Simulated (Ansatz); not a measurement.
Job for Ansatz (a program for electronic structure): R-wB97M-V/def2-TZVPP on acetylene (SMILES C#C), atoms moved off the minimum.

Ansatz 0.2 input:
```yaml
crystal:
  periodic: [false, false, false]
  atoms:
    - {symbol: C, position_ang: [0.00998406, 0.04293227, -0.55164282]}
    - {symbol: C, position_ang: [-0.01728117, 0.06188785, 0.63383742]}
    - {symbol: H, position_ang: [-0.04501868, 0.06261903, -1.72547079]}
    - {symbol: H, position_ang: [0.00246112, 0.09129299, 1.82821287]}
basis:
  gaussian:
    orbitals: def2-TZVPP
hamiltonian:
  xc: {name: wB97M-V}
scf: {lower_state_search: off}
output: {forces: true}
```

The head of its log:

```
WARN ansatz: RAYON_NUM_THREADS=1 ignored (pool sized by the plan → 1); use --threads N
Functional definition: wB97M-V
these checks for a lower state are left out or cut short: stability, starts, cluster_reference, orbital_swaps, neighbouring_geometries, increment
integrals: 0.02 GiB planned
478 factors; their error is unknown
integrals: 0.05 GiB planned
120 factors; integrals over basis functions are off by at most 1.3e-5 eV
mean field: 0.23 GiB planned
mean field evaluation 1: about -2100.9911 eV, gradient 3.4e1 eV
mean field evaluation 2: about -2102.5069 eV, gradient 2.2e1 eV
```

**Question.** What total energy does the run end on?

**Answer.** -77.3071 hartree.
